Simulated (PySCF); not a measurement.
# Structure from 2D NMR

Compound of formula C4H8O2. Correlations simulated from computed shifts and the bond graph:

HSQC (one-bond C–H):
| δH | δC |
| --- | --- |
| 2.56 | 36.4 |
| 1.25 | 21.7 |

COSY cross peaks (H two or three bonds apart, from the bond graph; peaks can be absent where the dihedral angle is near 90°):
| δH | δH |
| --- | --- |
| 2.56 | 1.25 |

HMBC (two and three bonds, from the bond graph):
| δH | δC |
| --- | --- |
| 2.56 | 182.5, 21.7 |
| 1.25 | 182.5, 36.4, 21.7 |

Carbons without hydrogens: δ 182.5.

Level of theory: PBE0/pcSseg-1 with gauge-including orbitals, structure optimised with GFN2-xTB, in PySCF 2.14 (one averaged value for each set of equivalent atoms, one conformer, isolated molecule, relativity neglected).

Shifts are taken against calculated references (same method and geometry level): ¹H (σref 31.72) and ¹³C (σref 186.93) against TMS.

Exchangeable hydrogens are left out of these lists.

Q: Work out the connectivity.

A: isobutyric acid (SMILES CC(C)C(=O)O).

Numbering as in the mapped SMILES `[CH3:1][CH:2]([CH3:3])[C:4](=[O:5])[OH:6]`. Each H is labelled by its parent atom.

- δC 182.5 is C4, a carboxylic acid carbon.
- δC 36.4 is C2, an sp3 CH α to a carbonyl (δH 2.56).
- δC 21.7 is C1/C3, a methyl carbon (δH 1.25).
- HMBC from δH 2.56 reaches the proton-free carbon C4.
- HMBC from δH 1.25 reaches the proton-free carbon C4.
- COSY links 2.56–1.25.

The data come from this structure; uniqueness wasn't tested.

OH/NH shifts are gas-phase values; hydrogen bonding in solution moves them, usually downfield. Shifts are as computed. Against solution values, carbons near 30 ppm lie about +3 ppm off and those near 130 ppm about +5 ppm. Of 246 compounds with measured shifts, 49 miss one by over three times the rms of a fit or turn the order of signals round; such compounds aren't used in these exercises. Hydrogen bonding in solution deshields acid and N–H amide carbonyl carbons by as much as 10 ppm beyond these values.
